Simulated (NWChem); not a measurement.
**ClF (chlorine monofluoride): PW6B95/jorge-TZP-DKH (DKH2)**

What is the adiabatic singlet–triplet gap of ClF (chlorine monofluoride) at PW6B95/jorge-TZP-DKH (DKH2)? 

The results are computed with NWChem 7.3.0.

## 1. The structure to begin with

The species is ClF (2 atoms), meant as a singlet with charge 0. As SMILES, `FCl`. The coordinates come from a GFN2-xTB relaxation. The run starts from this shape.

Bond lengths: F1–Cl2 1.682 Å.

## 2. A geometry optimisation at PW6B95/jorge-TZP-DKH (DKH2)

The input, job.nw:

```
START job
TITLE "ClF"
memory 2200 mb

GEOMETRY units angstroms noautosym
   F     0.000000    0.000000    0.000000
   Cl    0.000000    0.000000    1.682250
END

BASIS spherical bse
   * library jorge-TZP-DKH
END

RELATIVISTIC
   douglas-kroll dkh
END

DFT
   xc pw6b95
   grid medium
   convergence energy 1e-08
   print low
END

DRIVER
   tight
   maxiter 50
END

TASK dft optimize
```

Command:

```
$ nwchem job.nw > job.out
```

Output:

```text
[...]
 d= 0,ls=0.0,diis     1   -561.9494805540 -6.10D+02  7.17D-03  3.74D+00     3.6
[...]
         Total DFT energy =     -561.984159781162
[...]
@    0    -561.98415978  0.0D+00  0.02588  0.02588  0.00000  0.00000     18.6
[...]
         Total DFT energy =     -561.985471435124
[...]
@    1    -561.98547640 -1.3D-03  0.00175  0.00175  0.02979  0.05160     43.5
[...]
@    2    -561.98548126 -4.9D-06  0.00025  0.00025  0.00189  0.00327     54.2
[...]
         Total DFT energy =     -561.985481352591
[...]
         Total DFT energy =   -561.985481352591
[...]
@    3    -561.98548135 -9.5D-08  0.00000  0.00000  0.00024  0.00041     61.2
[...]
 d= 0,ls=0.0,diis     2   -561.9854813637  1.76D-10  3.04D-07  3.61D-09    63.4
         Total DFT energy =     -561.985481363704
      One electron energy =     -875.291166417560
           Coulomb energy =      302.967122914629
    Exchange-Corr. energy =      -39.312801487239
 Nuclear repulsion energy =       49.651363626467
[...]
         Total DFT energy =   -561.985481363704
[...]
                         DFT ENERGY GRADIENTS
    atom               coordinates                        gradient
                 x          y          z           x          y          z
   1 F       0.000000   0.000000  -2.029819   -0.000000   0.000000   0.000000
   2 Cl      0.000000   0.000000   1.051668    0.000000  -0.000000  -0.000000
[...]
@    4    -561.98548136 -1.1D-08  0.00000  0.00000  0.00000  0.00000     66.7
[...]
      Optimization converged
[...]
@    4    -561.98548136 -1.1D-08  0.00000  0.00000  0.00000  0.00000     66.7
[...]
```

It took 67 s on 1 thread of Intel Xeon Platinum 8488C (Sapphire Rapids), shared host; peak memory 0.12 GiB.

Steps, from the record of the run:

```csv
step,energy from the first frame kept (eV)
0,0.0000
1,-0.0358
2,-0.0360
3,-0.0360
4,-0.0360
```

After the run. Bond lengths: F1–Cl2 1.631 Å.

## 3. The triplet, same level

The input, clf.xyz:

```xyz
2
ClF optimise
F      0.000000     0.000000     0.000000
Cl     0.000000     0.000000     1.682250
```

The input, clf.nw:

```
start clf
title "ClF optimise"
memory stack 880 mb heap 220 mb global 1100 mb
charge 0
geometry noautosym
  load format xyz clf.xyz
end
basis spherical bse
  * library jorge-TZP-DKH
end
relativistic
  douglas-kroll dkh
end
dft
  xc pw6b95
  mult 3
  grid medium
  convergence energy 1e-08
  iterations 150
  print low
end
driver
  tight
  maxiter 50
end
task dft optimize
```

Command:

```
$ nwchem clf.nw > clf.out
```

Output:

```text
[...]
 d= 0,ls=0.0,diis     1   -561.8283393879 -6.10D+02  5.66D-03  9.57D-01     3.6
[...]
         Total DFT energy =     -561.882710558673
[...]
@    0    -561.88271056  0.0D+00  0.11547  0.11547  0.00000  0.00000     19.1
[...]
         Total DFT energy =     -561.905026198413
[...]
@    1    -561.90861712 -2.6D-02  0.01986  0.01986  0.12171  0.21080     41.6
[...]
@    3    -561.91019510 -2.9D-05  0.00005  0.00005  0.00722  0.01251     83.5
[...]
         Total DFT energy =     -561.910195107825
[...]
         Total DFT energy =   -561.910195107825
[...]
@    4    -561.91019511 -1.0D-08  0.00000  0.00000  0.00016  0.00028     88.8
[...]
 d= 0,ls=0.0,diis     4   -561.9101951122 -2.63D-10  9.28D-08  5.70D-11    93.5
[...]
         Total DFT energy =     -561.910195112204
      One electron energy =     -857.361467556707
           Coulomb energy =      294.144970854156
    Exchange-Corr. energy =      -39.229416721974
 Nuclear repulsion energy =       40.535718312319
[...]
      <S2> =      2.0075 (Exact =     2.0000)
[...]
         Total DFT energy =   -561.910195112204
[...]
                         DFT ENERGY GRADIENTS
    atom               coordinates                        gradient
                 x          y          z           x          y          z
   1 F       0.000000   0.000000  -2.376300    0.000000   0.000000   0.000005
   2 Cl      0.000000   0.000000   1.398149   -0.000000  -0.000000  -0.000005
[...]
@    5    -561.91019511 -4.4D-09  0.00001  0.00001  0.00001  0.00002     96.3
[...]
      Optimization converged
[...]
@    5    -561.91019511 -4.4D-09  0.00001  0.00001  0.00001  0.00002     96.3
[...]
```

Wall time 97 s (1 thread of Intel Xeon Platinum 8488C (Sapphire Rapids), shared host); peak memory 0.12 GiB.

Step by step:

```csv
step,energy from the first frame kept (eV)
0,0.0000
1,-0.7050
2,-0.7471
3,-0.7479
4,-0.7479
5,-0.7479
```

After the run. Bond lengths: F1–Cl2 1.997 Å.

## 4. What came out

At PW6B95/jorge-TZP-DKH (DKH2):

| quantity | value |
| --- | --- |
| singlet: total energy at the end | -561.98548 Eh |
| singlet: bond length | 1.631 Å |
| triplet: total energy at the end | -561.91020 Eh |
| triplet: bond length | 1.997 Å |
| triplet: ⟨S²⟩ | 2.007 |
| adiabatic energy of the triplet above the singlet (no zero-point term) | 2.049 eV |

The adiabatic energy of the triplet above the singlet (no zero-point term) is 2.05 eV (198 kJ/mol). The optimisation (singlet) took 5 steps and changed the energy by -0.036 eV. The optimisation (triplet) took 6 steps and changed the energy by -0.748 eV.
